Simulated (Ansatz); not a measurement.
Relaxation of CH$_{4}$AlS (7 atoms, charge -1, multiplicity 1), to a largest force component of 0.015 eV/Å in at most 40 steps.

Theory: RKS r2SCAN-D4/def2-SVP in Ansatz 0.2.0.

```xyz
7
Properties=species:S:1:pos:R:3
C -0.632 0.281 -1.185
Al -0.152 0.137 0.641
S 1.606 -1.261 1.188
H -1.747 0.242 -1.224
H -0.401 1.339 -1.460
H -0.434 0.635 2.163
H 1.261 -0.998 2.439
```

Q: Where does it end, and by what steps?

A: The run converged. Limits of this set-up: an anion without diffuse functions, the dipole of an ion depends on the origin. After 15 steps the energy has fallen by 0.910 eV; H5 moved furthest, 0.94 Å.

| step | energy less start (eV) | largest force component (eV/Å) | accepted |
| --- | --- | --- | --- |
| 0 | 0.0000 | 0.865 | yes |
| 1 | -0.1196 | 0.367 | yes |
| 2 | -0.2339 | 1.136 | yes |
| 3 | -0.3727 | 1.585 | yes |
| 4 | -0.5613 | 1.355 | yes |
| 5 | -0.7781 | 0.701 | yes |
| 6 | -0.8683 | 0.654 | yes |
| 7 | -0.8928 | 0.668 | yes |
| 8 | -0.8838 | 0.488 | no |
| 9 | -0.9095 | 0.053 | yes |
| 10 | -0.9081 | 0.067 | no |
| 11 | -0.9101 | 0.026 | yes |
| 12 | -0.9103 | 0.017 | yes |
| 13 | -0.9103 | 0.030 | yes |
| 14 | -0.9103 | 0.015 | yes |
| 15 | -0.9104 | 0.004 | yes |

```xyz
7
Properties=species:S:1:pos:R:3
C -0.751 0.601 -0.927
Al -0.239 0.007 0.727
S 1.752 -1.077 1.132
H -1.732 1.070 -1.110
H -0.162 0.515 -1.854
H -1.050 0.141 2.127
H 1.684 -0.882 2.468
```

Run time: 27 s on 1 thread of AMD EPYC 9R45 96-Core Processor (Zen 5), with other jobs on the host, peak memory 0.16 GiB.
